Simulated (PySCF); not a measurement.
Structure problem from calculated spectra and properties.

Elements present: C, H and O. Monoisotopic mass: 96.0211 u.

* NMR, other nuclei: isotropic shieldings of nuclei other than C and H, by class: -314 (1 O), 14 (1 O) ppm [GIAO B3LYP/pcSseg-2]
* UV, strongest line: among the 10 lowest singlet transitions: S5 at 6.70 eV (185 nm, f = 0.405) [TDDFT PBE0/def2-SVPD]
* 13C NMR: chemical shifts (computed TMS as zero) by class: 192.9 (1 C), 155.4 (1 C), 151.7 (1 C), 138.7 (1 C), 119.4 (1 C) ppm [GIAO B3LYP/pcSseg-2]
* Rotational structure: rotational constants A, B, C: 8.217, 1.997, 1.606 GHz [PBE0-D3(BJ)/def2-SVP]
* UV, first state: lowest singlet excitation: 3.87 eV (321 nm, f = 0.000) [TDDFT PBE0/def2-SVPD]
* Valence photoelectron: vertical ionisation energy: 9.34 eV [ΔSCF PBE0/def2-SVPD]
* Dipole: 3.23 D [PBE0/def2-SVPD]
* Couplings: largest of the computed one-bond spin–spin couplings (means over like bonds): 13C–1H +219.4, 13C–1H +215.8, 13C–1H +185.3, 13C–1H +177.6, 13C–13C +76.8, 13C–13C +73.8, 13C–13C +66.6, 13C–13C +56.3 Hz [B3LYP/pcJ-1, spin–dipole term left out]
* 1H NMR: chemical shifts (computed TMS as zero) by class: 10.20 (1 H), 8.21 (1 H), 7.47 (1 H), 6.87 (1 H) ppm [GIAO B3LYP/pcSseg-2]

The electronic properties come from PySCF, for the isolated species, density fitting. Levels stand in brackets. The structure is a single PBE0-D3(BJ)/def2-SVP conformer in the gas phase; no vibrational or solvent corrections. Each NMR value is the plain mean over a class of atoms that symmetry, rotation or inversion makes alike.

Task: Which formula fits the mass and the elements?

Result: C5H4O2 (calculated 96.0211). No other formula that holds each of these elements comes within 0.0003 u with a fitting electron parity and a possible valence count.

Task: Give a SMILES that accounts for the data.

Result: Numbering: `[O:1]=[CH:2][c:3]1[cH:4][cH:5][o:6][cH:7]1`. Its formula, C5H4O2, gives 4 degrees of unsaturation: 1 ring and 3 π bonds in the structure found (Kekulé form). 5 carbons fall into 5 classes; from least to most shielded: aldehyde carbon [C2] (192.9 ppm), aromatic CH next to a ring oxygen [C7] (155.4 ppm), aromatic CH next to a ring oxygen [C5] (151.7 ppm), substituted aromatic carbon [C3] (138.7 ppm), aromatic CH carbon [C4] (119.4 ppm). Hydrogen classes from least to most shielded: 1 H on an aldehyde carbon, C2 (10.20 ppm), 1 H on an aromatic CH next to a ring oxygen, C7 (8.21 ppm), 1 H on an aromatic CH next to a ring oxygen, C5 (7.47 ppm), 1 H on an aromatic CH carbon, C4 (6.87 ppm). The other shieldings belong to: -314 ppm, aldehyde oxygen [O1]; 14 ppm, furan-type oxygen [O6]. The couplings run between: +219.4 Hz, aromatic CH next to a ring oxygen [C7] and its hydrogen; +215.8 Hz, aromatic CH next to a ring oxygen [C5] and its hydrogen; +185.3 Hz, aromatic CH carbon [C4] and its hydrogen; +177.6 Hz, aldehyde carbon [C2] and its hydrogen; +76.8 Hz, aromatic CH carbon [C4] and aromatic CH next to a ring oxygen [C5]; +73.8 Hz, substituted aromatic carbon [C3] and aromatic CH next to a ring oxygen [C7]; +66.6 Hz, aldehyde carbon [C2] and substituted aromatic carbon [C3]; +56.3 Hz, substituted aromatic carbon [C3] and aromatic CH carbon [C4]. S1 is mainly HOMO−1→LUMO (weight 0.96); the largest Löwdin shares of the orbital it empties are 0.64 on the aldehyde oxygen, 0.16 on the aldehyde carbon, 0.09 on the formyl hydrogen and 0.08 on the substituted aromatic carbon, of the orbital it fills 0.27 on the aldehyde carbon, 0.23 on the aldehyde oxygen, 0.19 on an aromatic CH next to a ring oxygen and 0.12 on the substituted aromatic carbon. The first electron is taken from the HOMO, whose largest Löwdin shares are 0.27 on an aromatic CH next to a ring oxygen, 0.25 on an aromatic CH next to a ring oxygen, 0.15 on the substituted aromatic carbon and 0.14 on the aromatic CH carbon. The optimised geometry has point group Cs and is an asymmetric top. Structure: `c1cc(C=O)co1`. Computed isomers that give other values at the same levels: `O=c1ccocc1` (lowest singlet excitation: 4.03 eV (308 nm, f = 0.000)); `C=C1C=C1OC=O` (vertical ionisation energy: 8.14 eV); `O=C1C=CC(=O)C1` (rotational constant A: 6.711 GHz; this holds for the one conformer computed). The assignments are read from this structure; whether some other isomer fits the data as well wasn't checked.

Conformer computed: `[O:1]=[CH:2][c:3]1[cH:4][cH:5][o:6][cH:7]1`: O1–C2–C3–C4 180°.
